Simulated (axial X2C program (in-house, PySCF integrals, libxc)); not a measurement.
**Spin–orbit effects down a group: molecules with Al (ions), HF**

Calculated with an axial X2C code built on PySCF integrals, spin-free (one-electron X2C) or two-component (2c: spin–orbit coupling with atomic mean-field Coulomb and Gaunt terms, which also bring small scalar terms), in Dyall basis sets with cores contracted in-house; open shells are unrestricted.

Basis sets: Al dyall-v3z, H dyall-v3z, Li dyall-cv3z, Na dyall-cv3z.

```
molecule   spin-free state  Re (Å)  ωe (cm⁻¹)  De (eV)  2c state  Re 2c (Å)  ωe 2c (cm⁻¹)  De 2c (eV)
    AlH⁺  M_S = 1/2, Λ = 0   1.594     1760.3     0.62   Ω = 1/2      1.594        1759.7        0.62
   LiAl⁺  M_S = 1/2, Λ = 0   3.066      230.1     1.22   Ω = 1/2      3.066         230.1        1.22
   NaAl⁺  M_S = 1/2, Λ = 0   3.427      135.7     0.87   Ω = 1/2      3.427         135.7        0.87
```

**Question.** Work out the shifts from the spin-free to the two-component result.

**Answer.** 

```
molecule  2c state  ΔRe (Å)  Δωe (cm⁻¹)  ΔDe (eV)
    AlH⁺   Ω = 1/2    0.000        -0.6      0.00
   LiAl⁺   Ω = 1/2    0.000         0.0      0.00
   NaAl⁺   Ω = 1/2    0.000         0.0      0.00
```

Shifts of one unit in the last digit are rounding.

Fragments in 2c: Al+ + H, Al + Li+, Al + Na+. Each entry is the lowest single determinant of a limited PBE0 search at one distance. De goes to single-determinant-based atoms at the same level (for ions the charge split of lowest energy) and is withheld (n/a) where an atom does not fit its ground term or J level. Main or longest-lived isotopes. Some light 2c atoms are not at their ground J level, so De misses part of their lowering (0.04 eV or less).
